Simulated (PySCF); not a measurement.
# How the method moves the bond dissociation enthalpies of hydroxylamine

Structure: `NO` (H3NO). Atom numbers as in the mapped SMILES `[NH2:1][OH:2]`.

All levels share the PBE0-D3(BJ)/def2-SVP structures and the PBE0-D3(BJ)/def2-SVP thermal terms; only the single-point energies (PySCF) change. Values are bond dissociation enthalpies (298 K, kJ/mol).

| level | N1–O2 | O2–H | N1–H | mean abs. error | time |
| --- | --- | --- | --- | --- | --- |
| HF/jun-cc-pV(T+d)Z | 70 | 219 | 243 | 139.3 | 1.8 s |
| CCSD(T)/jun-cc-pV(T+d)Z | 250 | 320 | 349 | 10.1 | 5.4 min |
| ωB97X-D3(BJ)/def2-TZVP | 264 | 299 | 340 | 15.4 | – |
| MP2/jun-cc-pV(T+d)Z | 283 | 327 | 357 | 5.9 | 8.2 s |
| ATcT 1.112 | 267 | 326 | 356 |  |  |

Times are wall times for all single points of a level on 1 thread of Arm Neoverse V2, a shared host; the dash marks the run that also made the structures.

Hartree-Fock leaves out electron correlation, so its bond energies come out too low, often by 100 kJ/mol or more.

The widest spread is that of N1–O2: 213 kJ/mol, from 70 to 283.
